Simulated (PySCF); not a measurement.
**Dipole moment and polarisability of SiMe2H2**

SiMe2H2, C₂H₈Si.
Geometry (PBE0-D3(BJ)/def2-SVP, Å), atoms numbered from 1 in this order:
```
atom  x, y, z in Å
Si1   -0.599   -0.004   -0.426
C2    -0.631   -0.001    1.455
H3    -1.663    0.022    1.837
H4    -0.102    0.880    1.853
H5    -0.140   -0.901    1.856
C6     1.167    0.004   -1.074
H7     1.188   -0.012   -2.174
H8     1.721   -0.875   -0.710
H9     1.702    0.906   -0.737
H10   -1.329    1.198   -0.943
H11   -1.315   -1.218   -0.937
```

Level: CAM-B3LYP/def2-SVPD (PySCF), static field, nuclei fixed, core orbitals frozen in the response. The polarisability tensor in these axes (au):

```
x   55.65  0.03 -2.70
y    0.03 49.87  0.00
z   -2.70  0.00 57.54
```

**Question.** What are the eigenvalues, a third of the trace, and Δα (Δα² = ½Σ(αi − αj)² over the three pairs)?

**Answer.** Principal values 49.87, 53.73 and 59.45 au; mean 54.35 au = 8.05 Å³ = 8.96 × 10⁻⁴⁰ C²·m²/J; Δα = 8.35 au (15 % of the mean).

**Question.** What is the dipole moment, and where does it point?

**Answer.** (0.60, 0.00, 0.43) D, 0.74 D in size, pointing from the negative to the positive side. Measured along this direction, the outermost atoms are H10 and H11 at the negative end and H4, H8, H9 and H5 at the positive end.

**Question.** Rayleigh depolarisation ratio (linearly polarised light, static tensor)?

**Answer.** ρ = 3Δα²/(45ᾱ² + 4Δα²) = 209.1/(132941 + 278.8) = 0.00157.

**Question.** Sum over states: ᾱ = Σ f/ω², ω in Eh. What share falls to these 10 lowest TDDFT singlets (eV, f)? 8.34, 0.0811; 8.57, 0.0199; 8.60, 0.0500; 8.78, 0.0000; 8.85, 0.0233; 8.86, 0.1008; 9.24, 0.0497; 9.42, 0.2468; 9.52, 0.1008; 9.73, 0.0134.

**Answer.** They add up to 6.15 au, 11.3 % of the 54.35 au; the largest single term is 2.06 au, from the state at 9.42 eV. Terms in order: 0.86, 0.20, 0.50, 0.00, 0.22, 0.95, 0.43, 2.06, 0.82, 0.10 au. Higher excitations give the rest. The strengths listed sum to 0.686.

**Question.** Directions of the eigenvectors, and the extent of the frame along each?

**Answer.** Largest value along (-0.58, 0.00, 0.82), where the nuclei span 4.92 Å; middle along (0.82, 0.01, 0.58), 2.62 Å; least along (-0.01, 1.00, 0.00), 2.42 Å. The response follows the extents in order.

**Question.** How large is μ²/3kT at 273 K beside α?

**Answer.** In Gaussian units μ²/3kT = 4.80 Å³ against 8.05 Å³, a ratio of 0.60; the Debye molar polarisation (4π/3)N_A(α + μ²/3kT) is 32.4 cm³/mol, leaving out the vibrational part.

Isolated species at its PBE0-D3(BJ)/def2-SVP geometry, gas phase.

The run behind these numbers computed excited states as well. The run took 14 s on one thread, Arm Neoverse N1 (shared host).
